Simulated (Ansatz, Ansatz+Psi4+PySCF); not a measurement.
```xyz
3

C     0.0000    0.0000    0.1827
H     0.0000    0.8778   -0.5272
H     0.0000   -0.8778   -0.5272
```

Basis set: cc-pVTZ (spherical functions). Left uncorrelated: 1 orbital. Charge 0, multiplicity 1.

Computed with Ansatz (development build ahead of 0.2.0); each method stands on the lowest determinant of its kind that the runs found. Restricted open shells among the atoms or ions are ROHF, correlated in semicanonical orbitals with singles.

The atomization energy at this shape (free ground-state atoms in the same class of orbitals less the molecule, no zero-point energy) of singlet CH₂:

```tsv
method	atomization energy
RHF-MP2	7.41 eV
RHF	5.58 eV
```

Task: What does RHF-CCSD(T) give?

Result: 7.64 eV. Caution: another spin multiplicity may lie lower.
